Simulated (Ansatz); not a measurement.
# C4H6ClO: the cost of one run

Program: Ansatz 0.2.0, driven from Python. Level of theory: r2SCAN/6-31G*. These are calculated values, not measurements.

### 1 Starting point

Bond lengths: C1–C2 1.338 Å, C2–C3 1.510 Å, C3–C4 1.530 Å, C3–Cl5 1.786 Å, C3–O6 1.397 Å, C1–H7 1.086 Å, C1–H8 1.085 Å, C2–H9 1.087 Å, C4–H10 1.111 Å, C4–H11 1.111 Å, C4–H12 1.111 Å. Angles (14 of 18 angles, heavy atoms first): C1–C2–C3 122.2°, C2–C3–C4 111.0°, C2–C3–Cl5 109.3°, C2–C3–O6 109.7°, C4–C3–Cl5 108.9°, C4–C3–O6 109.5°, Cl5–C3–O6 108.4°, C1–C2–H9 118.3°, C3–C2–H9 119.5°, C2–C1–H7 121.1°, C2–C1–H8 120.0°, C3–C4–H10 110.0°, C3–C4–H11 110.4°, C3–C4–H12 110.7°.

c4h6clo.xyz, read by the script:

```xyz
12

C     1.66330   -0.72570    0.16270
C     0.94750    0.38280    0.38360
C    -0.32730    0.67990   -0.36990
C    -1.42790   -0.31730   -0.00120
Cl   -0.88190    2.32840    0.03420
O    -0.08580    0.62150   -1.74470
H     1.34860   -1.46010   -0.57230
H     2.57800   -0.90080    0.71960
H     1.31180    1.09380    1.12010
H    -2.36750   -0.06180   -0.53600
H    -1.62340   -0.29110    1.09250
H    -1.13540   -1.34960   -0.28860
```

### 2 Script

File c4h6clo.py:

```python
'''Vibrations and zero-point energy of C4H6ClO.'''

import itertools
import logging
import sys

import ansatz as az
from ase import Atoms
from ase.data import atomic_numbers, covalent_radii
from ase.thermochemistry import IdealGasThermo
import numpy as np

logging.basicConfig(stream=sys.stdout, format='%(name)s: %(message)s')
logger = logging.getLogger('calc')
logger.setLevel(logging.INFO)


def main() -> None:
    c4h6clo = az.Crystal.molecule_from_extxyz('c4h6clo.xyz')

    base = (
        c4h6clo.calculation()
        .basis(gaussian='6-31G*')
        .functional('r2scan')
        .spin('collinear', total=1)
    )
    symbols = [site.symbol for site in c4h6clo.cartesian_sites]
    start = np.array([site.position_ang for site in c4h6clo.cartesian_sites], dtype=float)
    report = base.relax(force_tolerance=0.003, max_steps=100).run().report
    end = np.array(report['positions_ang'])

    # pairs closer than 1.2 times the sum of covalent radii, before or after
    radius = [covalent_radii[atomic_numbers[s]] for s in symbols]
    span = lambda where, i, j: np.linalg.norm(where[i] - where[j])
    bonded = [(i, j) for i, j in itertools.combinations(range(len(symbols)), 2) if min(span(start, i, j), span(end, i, j)) < 1.2 * (radius[i] + radius[j])]
    logger.info('pair        before    after (A)')
    for i, j in bonded:
        print(f'{symbols[i]}{i}-{symbols[j]}{j}'.ljust(10), f'{span(start, i, j):8.4f} {span(end, i, j):8.4f}')

    # same settings at the minimum
    minimum = az.Crystal.molecule()
    for symbol, place in zip(symbols, end):
        minimum = minimum.atom(symbol, place.tolist())
    vibrating = (
        minimum.calculation()
        .basis(gaussian='6-31G*')
        .functional('r2scan')
        .spin('collinear', total=1)
        .phonons(temperatures=(200, 600, 100))
    )
    vib = vibrating.run().report['vibrations']
    sums = vib['harmonic_sums']
    modes = [m['omega_inv_cm'] for m in sums['modes_at_gamma'] if m['rigid_motion'] == 'no']
    for number, w in enumerate(modes, start=1):
        logger.info(f'mode {number:2d} {w:9.1f} 1/cm {w / 8065.544 * 1000:8.2f} meV')
    print('imaginary modes:', sum(w < 0 for w in modes), ' zero-point energy:', round(sums['zero_point_energy_ev'], 4), 'eV')
    # rigid rotor and ideal gas, symmetry number taken as one
    gas = IdealGasThermo(vib_energies=[w / 8065.544 for w in modes if w > 0], geometry='linear' if len(modes) == 3 * len(symbols) - 5 else 'nonlinear',
                         atoms=Atoms(symbols, positions=end), symmetrynumber=1, spin=0.5)
    logger.info(f'H(298 K) - E = {gas.get_enthalpy(298.15, verbose=False):.4f} eV')
    logger.info(f'S(298 K, 1 bar) = {96485.33 * gas.get_entropy(298.15, 1e5, verbose=False):.1f} J/(mol K) with symmetry number 1')


if __name__ == '__main__':
    main()
```

### 3 What the engine is handed

The package turns the script's settings into the engine's input (first run):

```yaml
crystal:
  periodic: [false, false, false]
  atoms:
    - { symbol: C, position_ang: [1.6633, -0.7257, 0.1627] }
    - { symbol: C, position_ang: [0.9475, 0.3828, 0.3836] }
    - { symbol: C, position_ang: [-0.3273, 0.6799, -0.3699] }
    - { symbol: C, position_ang: [-1.4279, -0.3173, -0.0012] }
    - { symbol: Cl, position_ang: [-0.8819, 2.3284, 0.0342] }
    - { symbol: O, position_ang: [-0.0858, 0.6215, -1.7447] }
    - { symbol: H, position_ang: [1.3486, -1.4601, -0.5723] }
    - { symbol: H, position_ang: [2.578, -0.9008, 0.7196] }
    - { symbol: H, position_ang: [1.3118, 1.0938, 1.1201] }
    - { symbol: H, position_ang: [-2.3675, -0.0618, -0.536] }
    - { symbol: H, position_ang: [-1.6234, -0.2911, 1.0925] }
    - { symbol: H, position_ang: [-1.1354, -1.3496, -0.2886] }
basis:
  gaussian:
    orbitals: "6-31G*"
hamiltonian:
  xc: r2scan
magnetization:
  spin_polarized: true
  initial_magnetization: 1.0
relax:
  f_tol: 0.003
  max_steps: 100
```

### 4 Launch

Run with:

```
> python c4h6clo.py
```

What time and memory should one allow on 1 thread of Intel Xeon Platinum 8259CL at 2.50GHz (Skylake/Cascade Lake), shared host?

About 13 min, with a peak of 0.45 GiB.
